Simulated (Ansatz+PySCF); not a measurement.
# singlet CH3(+): levels of theory in one basis

```xyz
4

C     0.0000    0.0000    0.0000
H     1.1041    0.0000    0.0000
H    -0.5520    0.9562    0.0000
H    -0.5520   -0.9562    0.0000
```

Basis set: def2-SVP (spherical functions). Left uncorrelated: 1 orbital. Charge 1, multiplicity 1.

Computed with Ansatz (development build ahead of 0.2.0); each method stands on the lowest determinant of its kind that the runs found. NEVPT2 correlates all electrons. Active spaces start from the frontier orbitals, and the lowest solution found is given.

| method | E − E(RHF) (eV) | <S²> of the determinant |
| --- | --- | --- |
| RHF | 0.00 | 0.00 |
| RHF-MP2 | -2.93 | – |
| RHF-CCSD | -3.55 | – |
| RHF-CCSD(T) | -3.61 | – |
| CASSCF(2,2) | -0.43 | – |
| SC-NEVPT2(6,7) | -3.16 | – |
| SC-NEVPT2(2,2) | -3.01 | – |

(1) What does CASSCF(6,7) give on the same scale?

(2) Is a single determinant a sound starting point here?

## Answers

(1) -1.77 eV.

(2) By this sign, yes. Unrestricted orbitals gain 0.00 eV and <S²> is 0.00 against 0.00 for a pure state. The CASSCF(6,7) natural occupations are 1.98, 1.98, 1.97, 0.02, 0.02, 0.02, 0.01. The CASSCF(2,2) natural occupations are 1.98, 0.02.

Caution for CASSCF(2,2): other starts end on other solutions of this active space.
